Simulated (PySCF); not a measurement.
C₆H₁₁ (charge +1).
Numbering: `[CH3:1][C+:2]([CH3:3])[CH:4]1[CH2:5][CH2:6]1` (hydrogens: H7, H8, H9 on C1; H10, H11, H12 on C3; H13 on C4; H14, H15 on C5; H16, H17 on C6)

The same species was optimised twice, with GFN2-xTB and with PBE0-D3(BJ)/def2-SVP (PySCF), and the same property calculations (PySCF, gas phase) were run on both structures.

```tsv
coordinate	GFN2-xTB	PBE0-D3(BJ)/def2-SVP	change
C4–C6 (Å)	1.556	1.573	+0.017
C4–C5 (Å)	1.556	1.573	+0.017
C5–C6 (Å)	1.453	1.440	-0.013
C1–C2 (Å)	1.462	1.472	+0.010
C2–C3 (Å)	1.464	1.472	+0.008
C2–C4 (Å)	1.406	1.405	-0.001
C2–C4–C5 (°)	121.2	119.8	-1.4
C5–C4–C6 (°)	55.7	54.5	-1.2
C2–C4–C6 (°)	120.4	119.6	-0.8
C4–C5–C6 (°)	62.2	62.8	+0.6
C4–C6–C5 (°)	62.1	62.7	+0.6
C1–C2–C4 (°)	123.3	123.4	+0.1
C3–C2–C4 (°)	119.1	119.0	-0.1
C1–C2–C3 (°)	117.6	117.6	0.0
C1–C2–C4–C5 (°)	-35	-34	+1
```

Rotational constants: A = 6262, B = 2579, C = 2174 MHz (GFN2-xTB) against A = 6218, B = 2574, C = 2163 MHz (PBE0-D3(BJ)/def2-SVP). Atoms that the bonding makes alike are paired by their places after alignment.

On the GFN2-xTB structure: lowest singlet, TDDFT (eV) 5.44 [CAM-B3LYP/def2-SVPD]; lowest triplet, Tamm–Dancoff (eV) 4.16 [CAM-B3LYP/def2-SVPD]; isotropic polarisability (au) 67.1 [CAM-B3LYP/def2-SVPD]; HOMO (eV) -15.48 [CAM-B3LYP/def2-SVPD]; LUMO (eV) -6.61 [CAM-B3LYP/def2-SVPD]; HOMO (eV) -14.21 [PBE0/pcSseg-1]; LUMO (eV) -7.80 [PBE0/pcSseg-1]; GIAO shielding of C1/C3 (mean) (ppm) 146.3 [PBE0/pcSseg-1]; GIAO shielding of C2 (ppm) -121.9 [PBE0/pcSseg-1]; GIAO shielding of C4 (ppm) 127.4 [PBE0/pcSseg-1]; GIAO shielding of C5/C6 (mean) (ppm) 133.0 [PBE0/pcSseg-1].

Q: What do these properties become on the PBE0-D3(BJ)/def2-SVP structure?

A: 
```csv
property,level,on GFN2-xTB,on PBE0-D3(BJ)/def2-SVP,change
"lowest singlet, TDDFT (eV)",CAM-B3LYP/def2-SVPD,5.44,5.67,+0.23
"lowest triplet, Tamm–Dancoff (eV)",CAM-B3LYP/def2-SVPD,4.16,4.08,-0.08
isotropic polarisability (au),CAM-B3LYP/def2-SVPD,67.1,68.4,+1.3
HOMO (eV),CAM-B3LYP/def2-SVPD,-15.48,-15.32,+0.16
LUMO (eV),CAM-B3LYP/def2-SVPD,-6.61,-6.50,+0.11
"energy, GFN2-xTB geometry as zero (kcal/mol)",CAM-B3LYP/def2-SVPD,0.0,-0.9,-0.9
HOMO (eV),PBE0/pcSseg-1,-14.21,-14.06,+0.15
LUMO (eV),PBE0/pcSseg-1,-7.80,-7.68,+0.12
"energy, GFN2-xTB geometry as zero (kcal/mol)",PBE0/pcSseg-1,0.0,-0.8,-0.8
GIAO shielding of C1/C3 (mean) (ppm),PBE0/pcSseg-1,146.3,145.8,-0.5
GIAO shielding of C2 (ppm),PBE0/pcSseg-1,-121.9,-115.1,+6.8
GIAO shielding of C4 (ppm),PBE0/pcSseg-1,127.4,125.3,-2.1
GIAO shielding of C5/C6 (mean) (ppm),PBE0/pcSseg-1,133.0,129.4,-3.6
```

The heavy atoms differ by 0.015 Å rms after alignment. Among bonds between heavy atoms C4–C5 and C4–C6 change most and about equally (+0.017 Å). Changes are differences of the printed values. Neither structure is proved a minimum here. Isolated species at its PBE0-D3(BJ)/def2-SVP geometry (one conformer only).

Conformer computed: `[CH3:1][C+:2]([CH3:3])[CH:4]1[CH2:5][CH2:6]1`: C1–C2–C4–C5 -34°.
